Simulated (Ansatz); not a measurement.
Molecule: C3H6Cl, charge 0, multiplicity 2. SMILES: C[CH]CCl
Geometry from a B3LYP-D3(BJ)/def2-TZVP (Ansatz, a first-principles code) optimisation:
```xyz
10

C      0.8375     0.0948    -0.9645
C      2.0632    -0.1483    -0.1666
C     -0.3076     0.7979    -0.4131
H      0.6934    -0.4640    -1.8815
H      1.9495    -1.0454     0.4586
Cl    -1.3141    -0.3565     0.6987
H      2.9338    -0.3133    -0.8035
H      2.2746     0.6823     0.5111
H     -0.0420     1.6109     0.2571
H     -1.0281     1.1238    -1.1554
```
Charge 0, spin multiplicity 2.

Wanted: enthalpy of formation at 298 K, in kcal/mol. Set-up: UHF or UKS for open shells; non-relativistic; frozen cores in correlated levels; dispersion terms only where a functional's name holds one; spin-orbit terms left out. CBS marks a two-point X^-3 extrapolation of the correlation energy; Hartree-Fock from the larger set. [CCSD(T)-MP2]/basis is that difference in the basis named. Ab initio and DFT rows: single points at B3LYP-D3(BJ) geometries (Ansatz), with unscaled harmonic terms from B3LYP/6-31G* at its own minima, enthalpies of formation by atomisation with measured atoms.

| species | coefficient | E at HF/3-21G (Ansatz), Eh | E at wB97X-V/def2-TZVPD (Ansatz), Eh | H(298 K) - E, kcal/mol |
|---|---|---|---|---|
| C[CH]CCl | +1 | -573.70808 | -578.02873 | 55.04 |
| C atom | -3 | -37.48107 | -37.84665 | - |
| Cl atom | -1 | -457.27655 | -460.08005 | - |
| H atom | -6 | -0.49620 | -0.50049 | - |

The atoms take no thermal term, since their enthalpies of formation at 0 K are used: the result is the sum of coefficient times E, plus the molecule's thermal term, plus number times (enthalpy of formation minus H(298) - H(0)) over the atoms. Measured values of the atoms (G2/97 table in ASE), kcal/mol:

| atom | number | enthalpy of formation of the gas at 0 K | H(298) - H(0) of the element's standard state |
|---|---|---|---|
| C | 3 | 169.98 | 0.25 |
| Cl | 1 | 28.59 | 1.10 |
| H | 6 | 51.63 | 1.01 |

Coupled cluster (Ansatz) is a level with limits of its own, used here on species with T1 under 0.025 (0.045 for open shells) and stable references: RI-MP2/CBS(cc-pV(T+d)Z,cc-pV(Q+d)Z)+[CCSD(T)-MP2]/cc-pV(D+d)Z. Value to compare with, RI-MP2/CBS(cc-pV(T+d)Z,cc-pV(Q+d)Z)+[CCSD(T)-MP2]/cc-pV(D+d)Z (Ansatz): 14.1 kcal/mol. 1 Eh = 627.5095 kcal/mol.

Question: Compute it at each level from the table, and compare with RI-MP2/CBS(cc-pV(T+d)Z,cc-pV(Q+d)Z)+[CCSD(T)-MP2]/cc-pV(D+d)Z (Ansatz).

Answer: 
- HF/3-21G: the sum of coefficient times E is -1.01112 Eh, or -634.49 kcal/mol; the thermal terms add 55.04; the atoms' measured terms add 840.40. Result: 261.0 kcal/mol. Its difference against RI-MP2/CBS(cc-pV(T+d)Z,cc-pV(Q+d)Z)+[CCSD(T)-MP2]/cc-pV(D+d)Z (Ansatz) is 246.9 kcal/mol.
- wB97X-V/def2-TZVPD: the sum of coefficient times E is -1.40579 Eh, or -882.15 kcal/mol; the thermal terms add 55.04; the atoms' measured terms add 840.40. Result: 13.3 kcal/mol. Its difference against RI-MP2/CBS(cc-pV(T+d)Z,cc-pV(Q+d)Z)+[CCSD(T)-MP2]/cc-pV(D+d)Z (Ansatz) is -0.8 kcal/mol.
